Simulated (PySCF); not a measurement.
# A search over the determinants of AlB

Unrestricted PBE0; PySCF, no relativity, basis sets Al def2-TZVP, B def2-TZVP. Outer shells of the fragments: Al 3s2 3p1; B 2s2 2p1.

Followed along the bond (rough minima from three points):

| 2Ms+1 | unpaired | ⟨S²⟩ at the start | R at minimum (Å) | Te (eV) |
| --- | --- | --- | --- | --- |
| 3 | π ↑↑ | 2.22 | 2.03 | 0.00 |
| 3 | σ ↑, π ↑ | 2.01 | 2.23 | 0.07 |
| 1 | σ ↓, π ↑ | 1.02 | 2.23 | 0.22 |
| 1 | π ↑↓ | 1.01 | 2.05 | 0.25 |
| 1 | none | 0.13 | 2.08 | 1.04 |

Solutions found at the starting distance of 2.010 Å, counted from the lowest of them; the search is not exhaustive and high or unbound solutions are not listed, so other states can lie among these:

```json
{"2Ms+1": "3", "unpaired": "π ↑↑", "term": "³Σ⁻", "E (eV)": "0.00", "⟨S²⟩": "2.22", "⟨Lz²⟩": "0.00", "μ (D)": "-1.69"}
{"2Ms+1": "1", "unpaired": "π ↑↓", "term": "mixed", "E (eV)": "0.26", "⟨S²⟩": "1.01", "⟨Lz²⟩": "2.02", "μ (D)": "-1.71"}
{"2Ms+1": "3", "unpaired": "σ ↑, π ↑", "term": "³Π", "E (eV)": "0.29", "⟨S²⟩": "2.01", "⟨Lz²⟩": "1.01", "μ (D)": "-0.63"}
{"2Ms+1": "1", "unpaired": "σ ↓, π ↑", "term": "mixed", "E (eV)": "0.45", "⟨S²⟩": "1.02", "⟨Lz²⟩": "1.01", "μ (D)": "-0.90"}
{"2Ms+1": "1", "unpaired": "none", "term": "mixed", "E (eV)": "1.06", "⟨S²⟩": "0.13", "⟨Lz²⟩": "2.00", "μ (D)": "-1.63"}
{"2Ms+1": "3", "unpaired": "σ ↑↑, π ↑↓", "term": "mixed", "E (eV)": "1.72", "⟨S²⟩": "3.01", "⟨Lz²⟩": "2.02", "μ (D)": "-2.43"}
```

A term symbol is given only where ⟨S²⟩ and ⟨Lz²⟩ are close to those of a pure state; real π, δ and φ orbitals otherwise mix terms. A positive dipole means Al(−)B(+).

**Question.** Compare the gap between the two lowest followed solutions at the starting distance with the gap between their minima.

**Answer.** At PBE0 the second solution (triplet, unpaired electrons σ ↑, π ↑) lies +0.29 eV from the first (triplet, unpaired electrons π ↑↑) at 2.010 Å and +0.07 eV at the minima; the two curves relax by different amounts, since their minima lie near 2.23 and 2.03 Å.
